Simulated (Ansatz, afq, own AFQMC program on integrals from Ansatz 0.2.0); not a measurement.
AFQMC on a folder of integrals that Ansatz 0.2.0 wrote.

```yaml
crystal:
  periodic: [false, false, false]
  atoms:
    - {symbol: Ga, position_ang: [-0.000001, -0.279644, 2.283217]}
    - {symbol: Al, position_ang: [0.000001, -0.438476, -0.354113]}
    - {symbol: Si, position_ang: [-0.000002, -0.232433, -2.736259]}
    - {symbol: H, position_ang: [0.000003, 0.950553, 0.807155]}
basis:
  gaussian: {orbitals: cc-pVDZ}
magnetization: {spin_polarized: true, initial_magnetization: 3}
correlation: {method: ccsd_t, electrons: outside_noble_gas, hamiltonian_folder: ham}
```

```sh
$ ansatz run in.yaml --threads 1 --pin off --events-out ev --progress --plain --max-ram 1843MiB
```

Options of the walk:

```
--method phaseless --trial hf --walkers 120 --populations 1 --least-time 40 --time-step 0.005 --steps-per-block 20 --equilibration-blocks 112 --max-blocks 600 --target-error 0.0012000 --factor-cut 1e-05 --start spin_pure --seed 6438 --taylor-order 6
```

Times are imaginary, in 1/Eh. The walk had a cap of 2083 s. Filled inner d shells are frozen with the cores.

Log:

```
orbitals 44  electrons 7 4  factors 345 of 733
reference energy -2454.55218398 Eh
CCSD correlation -0.20797440 Eh in 17 cycles, weight of the determinant in the CISD state 0.7898
energy of the start -2454.553397 Eh
 block  time / (1/Eh)  mean weight  energy / Eh
     1     0.100  1.0003  -2454.579182
     2     0.200  1.0013  -2454.600172
     3     0.300  0.9999  -2454.617562
     4     0.400  1.0003  -2454.634107
     5     0.500  1.0009  -2454.650787
     7     0.700  1.0004  -2454.674048
     9     0.900  1.0006  -2454.698892
    18     1.800  1.0006  -2454.730881
    52     5.200  0.9993  -2454.752321
    86     8.600  1.0007  -2454.761038
   120    12.000  1.0012  -2454.778945
   154    15.400  1.0004  -2454.769310
   188    18.800  1.0002  -2454.777832
   205    20.500  1.0002  -2454.794542
   222    22.200  1.0011  -2454.772655
   239    23.900  0.9997  -2454.747869
   256    25.600  1.0004  -2454.783232
   290    29.000  0.9991  -2454.759431
   324    32.400  0.9990  -2454.774431
   358    35.800  1.0012  -2454.766805
   392    39.200  1.0003  -2454.751083
   426    42.600  1.0005  -2454.757246
   460    46.000  1.0002  -2454.762053
   494    49.400  0.9993  -2454.777984
   528    52.800  0.9998  -2454.771491
   562    56.200  0.9993  -2454.764891
   596    59.600  0.9992  -2454.768460
   630    63.000  0.9992  -2454.751714
   664    66.400  0.9992  -2454.773879
   698    69.800  1.0002  -2454.773792
blocks merged  error / Eh  count
     1  0.000563  600
     2  0.000765  300
     4  0.001025  150
     8  0.001337  75
    16  0.001690  37
    32  0.001899  18
    64  0.002341  9
energy -2454.768319 +/- 0.001899 Eh
(rows thinned)
```

The run passed its tests (sampling time, drift between the halves within three errors, error under three times the target), which doesn't prove that it has relaxed.

Against this walk (error 51.7 meV) on the same determinant: CCSD(T) 48.9 meV lower (within the noise), CCSDT(Q) 149.0 meV lower, a separate phaseless walk with a CISD trial and standard settings 66.3 ± 54.6 meV lower (within the noise). The error is statistical and leaves out the bias of the constraint. None of these is a sure reference here.

Cautions: constraint bias not in the error; error above the target (51.7 against 32.7 meV); no relativity below Rb; no spin-orbit coupling; inner d shell frozen; lower spins were not checked; higher spins were not checked; raised T1 diagnostic (T1 0.042, weight of the determinant 0.79, largest double 0.08); unrestricted determinant slightly spin contaminated (⟨S²⟩ 3.85 against 3.75); the bias of populations of 120 walkers isn't removed.

The walk took 6.6 min on 1 thread of Arm Neoverse V1 (shared host). The log's last line is the phaseless energy.

CCSDT and higher add their correlation energy to the determinant of the CCSD(T) run, since their own runs factorise the integrals more tightly (a shift of under 2 meV). A walk keeps the symmetry of its determinant, which the program's search chose and which needn't be the lowest solution, so a lower state of the same spin and another symmetry isn't excluded.
